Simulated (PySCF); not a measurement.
Level sweep

CH8BP.
Z-matrix (Å and degrees, PBE0-D3(BJ)/def2-SVP geometry), rows numbered from 1:
```
C 
B   1  1.6132
P   2  1.9492  1  110.31
H   1  1.1027  2  108.18  3  -179.93
H   1  1.1031  2  113.89  3   -61.95
H   1  1.1031  2  113.87  3    62.07
H   2  1.2277  1  116.25  3   113.03
H   2  1.2277  1  116.23  3  -112.96
H   3  1.4191  2  119.01  1   -60.48
H   3  1.4190  2  119.07  1    60.58
H   3  1.4158  2  116.29  1  -179.91
```

PySCF, dipoles from the SCF density, polarisabilities from static response with core orbitals frozen. Isolated species at its PBE0-D3(BJ)/def2-SVP geometry, gas phase.

The anisotropy is √(½[(α1 − α2)² + (α2 − α3)² + (α3 − α1)²]).

```json
{"level": "LDA/def2-SVPD", "μ (D)": "3.630", "α (Å³)": "9.54", "anisotropy (Å³)": "3.14"}
{"level": "PBE/def2-SVPD", "μ (D)": "3.619", "α (Å³)": "9.32", "anisotropy (Å³)": "3.04"}
{"level": "B3LYP/def2-SVPD", "μ (D)": "3.768", "α (Å³)": "9.03", "anisotropy (Å³)": "2.73"}
{"level": "PBE0/def2-SVPD", "μ (D)": "3.797", "α (Å³)": "8.95", "anisotropy (Å³)": "2.71"}
{"level": "BHandHLYP/def2-SVPD", "μ (D)": "3.941", "α (Å³)": "8.67", "anisotropy (Å³)": "2.40"}
{"level": "CAM-B3LYP/def2-SVPD", "μ (D)": "3.918", "α (Å³)": "8.87", "anisotropy (Å³)": "2.50"}
{"level": "wB97X-D/def2-SVPD", "μ (D)": "3.875", "α (Å³)": "8.87", "anisotropy (Å³)": "2.53"}
{"level": "LC-wPBE/def2-SVPD", "μ (D)": "4.036", "α (Å³)": "8.61", "anisotropy (Å³)": "2.33"}
{"level": "HF/def2-SVPD", "μ (D)": "4.147", "α (Å³)": "8.30", "anisotropy (Å³)": "1.99"}
{"level": "PBE0/6-31G*", "μ (D)": "3.831", "α (Å³)": "7.40", "anisotropy (Å³)": "2.40"}
{"level": "PBE0/6-31+G*", "μ (D)": "3.909", "α (Å³)": "8.19", "anisotropy (Å³)": "2.50"}
{"level": "PBE0/def2-SVP", "μ (D)": "3.975", "α (Å³)": "7.69", "anisotropy (Å³)": "2.10"}
{"level": "PBE0/aug-cc-pVDZ", "μ (D)": "3.773", "α (Å³)": "9.11", "anisotropy (Å³)": "2.77"}
{"level": "PBE0/def2-TZVP", "μ (D)": "3.734", "α (Å³)": "8.57", "anisotropy (Å³)": "2.65"}
{"level": "PBE0/def2-TZVPD", "μ (D)": "3.689", "α (Å³)": "9.09", "anisotropy (Å³)": "2.82"}
```

The dipole runs from 3.62 D (PBE/def2-SVPD) to 4.15 D (HF/def2-SVPD). No reference polarisability is at hand; against PBE0 in the largest diffuse basis at hand (def2-TZVPD) the other PBE0 rows deviate by 6-31G* -19%, 6-31+G* -10%, def2-SVP -15%, def2-SVPD -2%, aug-cc-pVDZ 0%, def2-TZVP -6%. In one basis (def2-SVPD) the functionals order the polarisability from HF (lowest) to LDA (highest), a spread of 15%. With PBE0 the polarisability is 7.88 Å³ without diffuse functions (mean of 6-31G*, def2-SVP and def2-TZVP) and 8.83 Å³ with them (mean of 6-31+G*, def2-SVPD, aug-cc-pVDZ and def2-TZVPD).

Without π bonds the low states are Rydberg-like; a valence basis with one diffuse set may place them up to an eV too high.
